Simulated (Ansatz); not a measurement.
## Rock-salt ZrC: Voigt–Reuss–Hill shear modulus by level of theory

No measured value is used here.

| level (code) | value (GPa) | cell (Å³/atom) |
|---|---|---|
| LDA (Ansatz) | … | 12.50 |
| PBE (Ansatz) | 162 | 13.05 |
| PBEsol (Ansatz) | 171 | 12.72 |
| r²SCAN (Ansatz) | 172 | 13.07 |
| HSE06 (Ansatz) | 183 | 12.90 |

Task: Complete the blanks.

Result: 
- LDA (Ansatz, a quantum-chemistry and plane-wave program), value (GPa): 177

HSE06: hybrids on metals are sensitive to the k mesh. Each level is taken at its own relaxed cell. Cutoffs and k meshes differ between the levels. Ansatz's density-functional and Hartree–Fock values are scalar-relativistic unless marked +SOC, with PAW data made under PBE.
